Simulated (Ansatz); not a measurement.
`C=C1C=C1OC` + HCl → `C=C1C=C1Cl` + CH₃OH  (substitution at a C–O bond)

Program: Ansatz. Geometries: PBE0-D4/def2-TZVP. ΔE: electronic, gas phase. CBS: MP2 limit from def2 TZ/QZ plus the TZ coupled-cluster correction, frozen cores. This one scheme is used for every species. DFT in def2-TZVPP. B3LYP here is the variant with VWN-RPA as its local correlation; programs differ in this. Each species was taken in one conformer, which may not be the lowest.

`C=C1C=C1OC`:

```xyz
12

C    -1.952   -0.552   -0.439
C    -0.659   -0.860   -0.417
C     0.447   -1.761   -0.650
C     0.706   -0.571   -0.150
O     1.613    0.269    0.280
C     1.096    1.524    0.730
H    -2.687   -1.259   -0.800
H    -2.298    0.414   -0.096
H     0.783   -2.724   -0.994
H     1.959    2.119    1.020
H     0.552    2.022   -0.074
H     0.438    1.378    1.589
```

HCl:

```xyz
2

Cl   -0.638    0.028   -0.033
H     0.638   -0.028    0.033
```

`C=C1C=C1Cl`:

Cartesian coordinates in Å:
```
C -1.048 0.235 1.058
C -0.147 0.066 0.104
C 0.464 0.417 -1.162
C 0.971 -0.587 -0.488
Cl 2.128 -1.792 -0.397
H -1.791 1.017 0.988
H -1.056 -0.410 1.927
H 0.479 1.054 -2.030
```

CH₃OH:

Cartesian coordinates in Å:
```
C -0.322 0.152 -0.018
O 1.045 0.044 0.309
H -0.661 1.123 0.343
H -0.930 -0.623 0.466
H -0.497 0.110 -1.100
H 1.365 -0.806 0.002
```

```csv
level,ΔE (kJ/mol),difference from CCSD(T)/CBS
PBE-D4,22.6,1.9
r2SCAN-D4,26.5,5.8
PBE0-D4,24.5,3.8
B3LYP-D4,25.3,4.6
ωB97X-V,27.0,6.3
ωB97M-V,25.2,4.5
B2PLYP,22.4,1.7
PBE,20.4,-0.3
r2SCAN,25.5,4.8
B3LYP,22.3,1.6
HF/def2-TZVPP,30.6,9.9
SCS-MP2/def2-TZVPP,20.3,-0.4
SCS-MP2/def2-QZVPP,18.2,-2.5
HF/CBS(def2),30.6,9.9
MP2/CBS(def2),16.3,-4.4
CCSD/CBS(def2),21.2,0.5
CCSD(T)/CBS,20.7,0
```

Largest T1 diagnostic among the species: 0.013.

The D4 term adds +3.0 kJ/mol with B3LYP and +2.0 kJ/mol with PBE0; it sums over pairs of atoms, weighted by their polarisabilities, and B3LYP, whose exchange is more repulsive, gets the larger term. In def2-TZVPP, CCSD(T) changes the Hartree–Fock value by −6.1 kJ/mol (the triples alone add −0.5 kJ/mol) and MP2 by −10.5 kJ/mol.
